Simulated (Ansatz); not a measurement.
Job for Ansatz (a quantum-chemistry and plane-wave program): U-PBE0/def2-TZVPPD on CH3NH2ts, 2S+1 = 3. Files ending in .json are basis or fitting sets from the Basis Set Exchange.

Ansatz 0.2 input:
```yaml
crystal:
  periodic: [false, false, false]
  atoms:
    - {symbol: C, position_ang: [-1.19957700, -0.01112600, -0.00003000]}
    - {symbol: N, position_ang: [1.40071500, 0.12986200, 0.00001500]}
    - {symbol: H, position_ang: [-1.42666000, -0.51293200, 0.93305700]}
    - {symbol: H, position_ang: [-1.41990700, -0.59138200, -0.88814300]}
    - {symbol: H, position_ang: [-1.52023700, 1.02280600, -0.04578300]}
    - {symbol: H, position_ang: [0.18892600, 0.12689600, 0.00100100]}
    - {symbol: H, position_ang: [1.57033800, -0.88766700, -0.00005300]}
basis:
  gaussian:
    orbitals: def2-TZVPPD.json
hamiltonian:
  xc: {name: PBE0}
magnetization: {spin_polarized: true, initial_magnetization: 2}
```

Output:

```
WARN ansatz: RAYON_NUM_THREADS=2 ignored (pool sized by the plan → 2); use --threads N
Functional definition: PBE0
integrals: 0.04 GiB planned
648 factors; their error is unknown
mean field: 0.60 GiB planned
mean field evaluation 1: about -2597.9996 eV, gradient 3.0e1 eV
mean field evaluation 2: about -2597.7924 eV, gradient 2.9e1 eV
mean field evaluation 4: about -2602.1965 eV, gradient 2.4e0 eV
mean field evaluation 8: about -2602.2232 eV, gradient 3.0e-2 eV
mean field evaluation 16: about -2602.2146 eV, gradient 1.5e-5 eV
mean field -2602.21458546 eV, -95.6296221711 hartree, gradient 1.5e-5 eV, S^2 2.013936; 0 other end points of the search recorded, 0 dependent functions left out
reference -2602.21461584 eV, -95.6296232879 hartree; 10, 8 occupied and 149, 151 virtual orbitals, 648 factors
Total energy: -2602.21461584 eV, -95.6296232879 hartree
```

The calculation finished and met its thresholds.

Cost: very roughly 2.3 core-seconds.
